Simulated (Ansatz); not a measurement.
**How far each method lies from UCCSDT(Q) for SiAs⁺, quintet**

Geometry: that of the SiAs⁺, triplet, kept fixed. The triplet lies 1.7 eV lower here.

```csv
atom,x (Å),y (Å),z (Å)
Si,0.0000,0.0000,0.0000
As,0.0000,0.0000,2.3242
```

Basis cc-pVTZ; Ansatz 0.2.0. Correlated methods freeze the noble-gas cores and the filled d shells of p-block atoms, which leaves 8 electrons in 58 orbitals. Prefix R: restricted or restricted open-shell reference; prefix U: unrestricted. Active spaces: valence = (8e, 8o) chosen from the atoms' valence shells. No spin–orbit coupling is included, and no scalar relativity.

Full CI isn't at hand for all of this; UCCSDT(Q) serves as the reference, and is uncertain by about the last step of the cluster series. The frozen core follows each run's orbitals, which can shift R against U totals by a few meV for light atoms and by up to 0.1 eV past Ca.

```
UHF ⟨S²⟩                          : 6.022
T1 diagnostic (RCCSD)             : 0.0251
largest doubles amplitude (RCCSD) : 0.078
T1 diagnostic (UCCSD)             : 0.0252
```

**Question.** From what is known of these methods and the diagnostics, rank them by the size of their error in total energy against UCCSDT(Q) in cc-pVTZ, smallest first (an estimate: the text doesn't fix the numbers).
A. UCCSD
B. UHF
C. UCCSD(T)
D. UMP2
E. UCCSDT

**Answer.** E (12 meV), C (53 meV), A (265 meV), D (1040 meV), B (4643 meV).

All errors are against UCCSDT(Q) in cc-pVTZ. Within each family the higher level lies nearer, as is usual though not guaranteed.

Natural occupations of CASSCF (valence space) about the gap: 1.987 1.942 1.008 1.001 0.999 0.987 0.042 0.033; effectively unpaired electrons, Σ n²(2−n)², 4.02.
